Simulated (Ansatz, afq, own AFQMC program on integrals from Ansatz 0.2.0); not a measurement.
AFQMC on a folder of integrals that Ansatz 0.2.0 wrote.

```yaml
crystal:
  periodic: [false, false, false]
  atoms:
    - {symbol: Ge, position_ang: [-0.036434, 0.000000, 0.329660]}
    - {symbol: N, position_ang: [0.082368, 0.000001, -1.826069]}
    - {symbol: H, position_ang: [0.740558, -1.258240, 0.808936]}
    - {symbol: H, position_ang: [0.740557, 1.258240, 0.808937]}
basis:
  gaussian: {orbitals: cc-pVDZ}
magnetization: {spin_polarized: true, initial_magnetization: 3}
correlation: {method: ccsd_t, electrons: outside_noble_gas, hamiltonian_folder: ham}
```

```sh
$ ansatz run in.yaml --threads 1 --pin off --events-out ev --progress --plain --max-ram 1382MiB
```

Options of the walk:

```
--method free --trial cisd --walkers 60 --time-step 0.03 --max-blocks 80 --target-error 0.0004 --factor-cut 1e-05 --seed 4518 --times 0,0.21,0.42,0.81,1.2,1.8,2.4,3 --taylor-order 8
```

Times are imaginary, in 1/Eh. The walk had a cap of 1161 s. Filled inner d shells are frozen with the cores.

Log:

```
orbitals 36  electrons 7 4  factors 280 of 549
reference energy -2130.83861433 Eh
CCSD correlation -0.21270351 Eh in 17 cycles, weight of the determinant in the CISD state 0.8778
repeat  energy at the last time / Eh  error
    10  -2131.057965  0.000912
    20  -2131.058056  0.000691
    30  -2131.057689  0.000538
    40  -2131.057577  0.000447
    50  -2131.057929  0.000502
    60  -2131.057769  0.000453
    70  -2131.057664  0.000405
    80  -2131.057792  0.000377
time / (1/Eh)  energy / Eh  error  mean overlap
  0.00  -2131.051213  0.000122  1.1385
  0.21  -2131.054023  0.000151  1.1408
  0.42  -2131.055389  0.000169  1.1448
  0.81  -2131.056774  0.000196  1.1441
  1.20  -2131.057595  0.000209  1.1385
  1.80  -2131.057698  0.000270  1.1506
  2.40  -2131.057968  0.000333  1.1621
  3.00  -2131.057792  0.000377  1.1633
energy -2131.057792 +/- 0.000377 Eh
```

The run passed its tests (error under three times the target), which doesn't prove that it has relaxed.

Against this walk (error 10.3 meV) on the same determinant: CCSD(T) 34.6 meV higher, CCSDT(Q) 16.7 meV lower (within the noise). The error is statistical, and a free projection of finite length keeps a remainder of its start. The determinant has ⟨S²⟩ = 3.87, so the low cluster orders mix in higher spin, and so can this walk.

Cautions: remainder of the start not in the error; start is not spin pure; no relativity below Rb; no spin-orbit coupling; inner d shell frozen; lower spins were not checked; unrestricted determinant spin contaminated (⟨S²⟩ 3.87 against 3.75).

The walk took 3.1 min on 1 thread of Intel(R) Xeon(R) 6975P-C (Granite Rapids) (shared host). The log's last line is the free-projection energy.

CCSDT and higher add their correlation energy to the determinant of the CCSD(T) run, since their own runs factorise the integrals more tightly (a shift of under 2 meV). A walk keeps the symmetry of its determinant, which the program's search chose and which needn't be the lowest solution, so a lower state of the same spin and another symmetry isn't excluded.
